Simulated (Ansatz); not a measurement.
We consider hcp Re, described by LDA (Ansatz, a quantum-chemistry and plane-wave program, plane waves, PAW).

Run with plane-wave cutoff 520 eV, 24×24×12 k mesh (along the axes of the cell as run), Fermi–Dirac smearing 0.05 eV, no spin polarisation, scalar-relativistic PAW data made under PBE.

Computed at the level's own relaxed cell.

Estimate the lattice parameter c, pressure derivative B′ of the bulk modulus and equilibrium volume per atom that the calculation returns.


- lattice parameter c: 4.416 Å
- pressure derivative B′ of the bulk modulus: 4.4
- equilibrium volume per atom: 14.33 Å³/atom

The run finds no gap.

Measured, for comparison: lattice parameter c 4.458 Å (293 K, no zero-point or thermal correction; as tabulated in Wikipedia's data pages). Computed (rounded) less measured: lattice parameter c -0.9 %. A static lattice is as a rule a little smaller and stiffer than an uncorrected measurement, which narrows the difference in the lattice parameter c and would widen misses of the other sign.

Note: the bulk modulus comes from volumes at which shape and atoms were relaxed.

Spin–orbit coupling is not included.

Static lattice: no zero-point or thermal effects.

The result took roughly 6 core-minutes.
